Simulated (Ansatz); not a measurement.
Reaction: CH3O (SMILES C[O], doublet) → CH3O (SMILES [CH2]O, doublet)
Each species at its own B3LYP-D3(BJ)/def2-TZVP minimum (Ansatz, a first-principles code).

Quantity: isomerisation energy (electronic), in kcal/mol. UHF or UKS for unpaired electrons; spin-orbit terms are left out. CBS(X,Y): correlation extrapolated as X^-3, Hartree-Fock from the larger set. A bracket is a step between two methods taken in the basis named. Functionals run without relativity, which enters their misses. Double hybrids freeze cores in their MP2 part. 'core' is core correlation in cc-pwCVTZ, 'X2C' scalar relativity in cc-pVTZ-DK, both at CCSD(T).

CCSD(T)/CBS(aug-cc-pVTZ,aug-cc-pVQZ) + [CCSDT(Q) - CCSD(T)]/aug-cc-pVDZ + core + X2C (Ansatz) gives -9.7 kcal/mol.

Task: What does PBE/def2-TZVPD (Ansatz) give here, and how do the other levels compare?

Result: PBE gives -8.0 kcal/mol, 1.7 kcal/mol above it. Differences of the others: r2SCAN/def2-TZVPD (Ansatz) 2.3; B3LYP/def2-TZVPD (Ansatz) 3.1; PBE0/def2-TZVPD (Ansatz) 2.5; wB97M-V/def2-TZVPD (Ansatz) 2.1; B2PLYP/def2-TZVPD (Ansatz) 1.5; CCSD(T)/CBS(cc-pVTZ,cc-pVQZ) + core + X2C (Ansatz) 0.3 kcal/mol. Nearer than PBE: B2PLYP/def2-TZVPD, CCSD(T)/CBS(cc-pVTZ,cc-pVQZ) + core + X2C.
